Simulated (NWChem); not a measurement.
## Correlation energy of O

```
O
```
Charge 0, spin multiplicity 3.

Program: NWChem.

Basis set: 6-31G*. Each correlation energy counts from its own Hartree-Fock reference.

The correlated methods keep 1 core orbital frozen. The Pople sets run with spherical d functions. No SCF solution was tested for a lower state. Open-shell Hartree-Fock references start from PBE0 orbitals. Coupled-cluster values serve here as a point of comparison, not as the truth.

For the correlation energy, UMP2 gives -95.0 mHa and SCS-UMP2 gives -92.8 mHa. What do CCSD[T] on ROHF, CCSD(T) on ROHF, CCSD(T) on UHF give?

CCSD[T] on ROHF: -116.5 mHa; CCSD(T) on ROHF: -116.5 mHa; CCSD(T) on UHF: -111.6 mHa.
